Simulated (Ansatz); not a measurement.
CHO2 (SMILES O=[C]O): where methods fail along a bond

The species is CHO2 (4 atoms), meant as a doublet with charge 0. SMILES: `O=[C]O`. The coordinates come from a PBE0-D4/def2-TZVP relaxation.

```xyz
4

O     0.0477    0.3264    1.3405
C     0.4812   -0.3034    0.4434
O     0.1349   -0.3482   -0.8253
H    -0.6083    0.2648   -0.9788
```

The O1–C2 distance is scanned; the parts on either side stay rigid. Basis STO-3G, 3 core orbitals frozen in the correlated methods; program Ansatz 0.2.0. FCI is exact within this basis and core. Energies in eV from each method's value at 1.179 Å; open shells run as named; a dash marks a point that is missing or didn't converge. The shape above is that at 1.179 Å.

| distance (Å) | U-revPBE | U-wB97X | UHSE06 | UBCCD(T) | UCCSDT | UCCSDT(Q) | FCI |
| --- | --- | --- | --- | --- | --- | --- | --- |
| 1.179 | 0.00 | 0.00 | 0.00 | 0.00 | 0.00 | 0.00 | 0.00 |
| 1.473 | 0.65 | 1.26 | 1.19 | 0.96 | 0.89 | 0.83 | 0.86 |
| 1.768 | 3.02 | 3.75 | 3.70 | 3.29 | 3.18 | 3.15 | 3.14 |
| 2.357 | 5.48 | 5.37 | 5.55 | 4.47 | 4.45 | 4.44 | 4.44 |
| 2.947 | 6.06 | 5.60 | 5.84 | 4.52 | – | – | 4.54 |

Departure from the FCI curve at its largest: U-revPBE +1.52 eV at 2.95 Å; U-wB97X +1.07 eV at 2.95 Å; UHSE06 +1.30 eV at 2.95 Å; UBCCD(T) +0.15 eV at 1.77 Å; UCCSDT +0.04 eV at 1.77 Å; UCCSDT(Q) -0.03 eV at 1.47 Å. For the functionals part of the departure is owed to the small basis.
